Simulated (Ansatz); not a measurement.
## Torsion profile

AlSiH3O (SMILES O=[SiH][AlH2]), closed shell, at its PBE0-D4/def2-TZVP minimum:

| atom | x (Å) | y (Å) | z (Å) |
| --- | --- | --- | --- |
| O1 | 0.4737 | -2.0165 | 0.9416 |
| Si2 | -0.3504 | -1.1896 | -0.0461 |
| Al3 | 0.2721 | 1.1921 | -0.0292 |
| H4 | -1.4083 | -1.8278 | -0.9024 |
| H5 | 1.4468 | 1.6825 | -0.9702 |
| H6 | -0.4338 | 2.1593 | 1.0063 |

The dihedral angle O1–Si2–Al3–H5 (87.6° at the minimum) is set to the values below, with the rest relaxed at PBE0-D4/def2-TZVP at each step (the four atoms are held in place, so their three bonds and two angles keep the values of the minimum). Each method's energies count from its own value at the PBE0-D4 minimum structure. Ansatz 0.2.0; basis: def2-TZVPP; cores frozen in the correlated methods. B3LYP uses VWN-RPA correlation.

CCSD(T) energies along the scan:
```json
{"dihedral angle (°)": "-163.8", "CCSD(T) (kcal/mol)": "0.979"}
{"dihedral angle (°)": "-143.8", "CCSD(T) (kcal/mol)": "0.690"}
{"dihedral angle (°)": "-123.8", "CCSD(T) (kcal/mol)": "0.336"}
{"dihedral angle (°)": "-103.8", "CCSD(T) (kcal/mol)": "0.073"}
{"dihedral angle (°)": "96.2", "CCSD(T) (kcal/mol)": "0.020"}
{"dihedral angle (°)": "116.2", "CCSD(T) (kcal/mol)": "0.217"}
{"dihedral angle (°)": "136.2", "CCSD(T) (kcal/mol)": "0.553"}
{"dihedral angle (°)": "156.2", "CCSD(T) (kcal/mol)": "0.887"}
{"dihedral angle (°)": "176.2", "CCSD(T) (kcal/mol)": "1.059"}
```
They count from the CCSD(T) energy at the PBE0-D4 minimum.

Largest difference from the CCSD(T) curve over the scan: PBE0-D4 0.481; B3LYP-D4 0.368; wB97M-V 0.120; HF 0.447 kcal/mol. Each curve counts from its own value at the minimum.

The T1 diagnostic stays at or below 0.022.

For scale, one of the runs: CCSD(T)/def2-TZVPP, 157 basis functions (an equivalent command: `ansatz run in.yaml --threads 2`). The run took 15 s on 2 CPU threads (shared host), with 0.99 GiB of host memory at its peak.
